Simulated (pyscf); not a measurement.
HO–AlH₂ + SiH₄ -> AlH₃ + HO–SiH₃ (four-centre exchange; singlet surface; Al–O, H–Si broken, Al–H, O–Si formed). PySCF, gas phase, ωB97X-D3(BJ)/def2-SVP geometries. MP2 and CC: frozen core, UHF for open shells. ΔMP2 is the change of the MP2 total energy from the triple- to the quadruple-zeta basis. Energies in eV from the separated reactants.

| level | barrier | reaction energy |
|---|---|---|
| ωB97X-D3(BJ)/def2-TZVP | ? | +0.63 |
| PBE/def2-TZVP | 0.18 | +0.68 |
| B3LYP-D3(BJ)/def2-TZVP | 0.23 | +0.66 |
| PBE0-D3(BJ)/def2-TZVP | 0.08 | +0.64 |
| M06-2X/def2-TZVP | 0.15 | +0.67 |
| CCSD(T)/def2-TZVPP | 0.24 | +0.66 |
| CCSD(T)/def2-TZVPP + ΔMP2(QZVPP) | ? | ? |

Q: Complete the blanks.

A: 
- ωB97X-D3(BJ)/def2-TZVP, barrier: 0.05
- CCSD(T)/def2-TZVPP + ΔMP2(QZVPP), barrier: 0.22
- CCSD(T)/def2-TZVPP + ΔMP2(QZVPP), reaction energy: +0.65

Of the functionals in the table, B3LYP-D3(BJ) is closest to CCSD(T)/def2-TZVPP + ΔMP2(QZVPP) in the barrier (0.01 eV apart) and ωB97X-D3(BJ) least close (0.18 eV); that level has limits of its own. On the reactant side the descent ends in a complex, 0.27 eV under the separated species and 0.32 eV under the saddle at ωB97X-D3(BJ)/def2-TZVP. On the product side the descent ends in an adduct with a Al–O contact, 1.02 eV under the separated species and 0.43 eV under the saddle at ωB97X-D3(BJ)/def2-TZVP. At ωB97X-D3(BJ), PBE, B3LYP-D3(BJ), PBE0-D3(BJ), M06-2X, CCSD(T), CCSD(T) the saddle lies under the separated products, which points to a path from their complex (located at ωB97X-D3(BJ) alone), and parting the products costs more than the saddle. What is counted as broken (Al–O) persists as a longer contact in the product adduct; parting that adduct is a step of its own. At the saddle there is also a short Al–Si contact that neither side keeps. This is the saddle that the search found; another between the same sides may lie lower. The CCSD(T) − MP2 part came from Ansatz, without density fitting, on the same reference.
